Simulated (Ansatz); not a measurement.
**[SiH3···H···N], quartet along the distance Si1-H5**

Starting geometry:

```yaml
atoms:
  - { symbol: Si, position_ang: [-0.9739, 0.0000, 0.0000] }
  - { symbol: H, position_ang: [-1.4688, 1.3997, 0.0000] }
  - { symbol: H, position_ang: [-1.4688, -0.6999, 1.2122] }
  - { symbol: H, position_ang: [-1.4688, -0.6999, -1.2122] }
  - { symbol: H, position_ang: [0.5107, 0.0000, 0.0000] }
  - { symbol: N, position_ang: [2.2331, 0.0000, 0.0000] }
```

From there H5 is moved from one fragment to the other while all else, the fragments' distance too, stays fixed, so the hump isn't the reaction's barrier; atoms are numbered as listed. Energies are in kJ/mol, counted from the starting geometry at the same level. Kohn–Sham curves are unrestricted where that lies lower.

Basis cc-pVDZ; Ansatz 0.2.0. Correlated methods freeze the noble-gas cores. Prefix R: restricted or restricted open-shell reference; prefix U: unrestricted.

Full CI isn't at hand for all of this; UCCSDT(Q) serves as the reference, and is uncertain by about the last step of the cluster series. The frozen core follows each run's orbitals, which can shift R against U totals by a few meV.

```json
{"distance Si1-H5 (Å)": "1.381", "UCCSDT(Q)": "4.0", "curve A": "14.8", "curve B": "-2.2", "curve C": "3.8", "curve D": "5.4"}
{"distance Si1-H5 (Å)": "1.485", "UCCSDT(Q)": "0.0", "curve A": "0.0", "curve B": "0.0", "curve C": "0.0", "curve D": "0.0"}
{"distance Si1-H5 (Å)": "1.582", "UCCSDT(Q)": "13.5", "curve A": "0.7", "curve B": "22.7", "curve C": "13.8", "curve D": "11.5"}
{"distance Si1-H5 (Å)": "1.680", "UCCSDT(Q)": "35.0", "curve A": "7.3", "curve B": "58.4", "curve C": "35.6", "curve D": "30.3"}
{"distance Si1-H5 (Å)": "1.777", "UCCSDT(Q)": "55.3", "curve A": "13.0", "curve B": "99.6", "curve C": "56.3", "curve D": "47.6"}
{"distance Si1-H5 (Å)": "1.875", "UCCSDT(Q)": "66.3", "curve A": "13.7", "curve B": "136.7", "curve C": "67.6", "curve D": "55.8"}
{"distance Si1-H5 (Å)": "1.972", "UCCSDT(Q)": "64.6", "curve A": "8.7", "curve B": "139.0", "curve C": "65.6", "curve D": "51.4"}
{"distance Si1-H5 (Å)": "2.070", "UCCSDT(Q)": "56.0", "curve A": "3.3", "curve B": "113.7", "curve C": "56.8", "curve D": "40.0"}
{"distance Si1-H5 (Å)": "2.167", "UCCSDT(Q)": "55.5", "curve A": "8.8", "curve B": "97.0", "curve C": "56.0", "curve D": "36.2"}
```

Q: The curves come from BHLYP, RCCSD(T), RHF, revPBE. Compare each with UCCSDT(Q) and say which is which.

A: A: revPBE, B: RHF, C: RCCSD(T), D: BHLYP. Spread of the error against UCCSDT(Q), over the points where both stand: A 66.7, B 80.6, C 1.4, D 20.6 kJ/mol. 

In so small a basis the reference is far from its limit while semilocal and hybrid functionals are nearer theirs, so the functionals' errors here hold much of the reference's basis and frozen-core error, which can add to them or hide them.
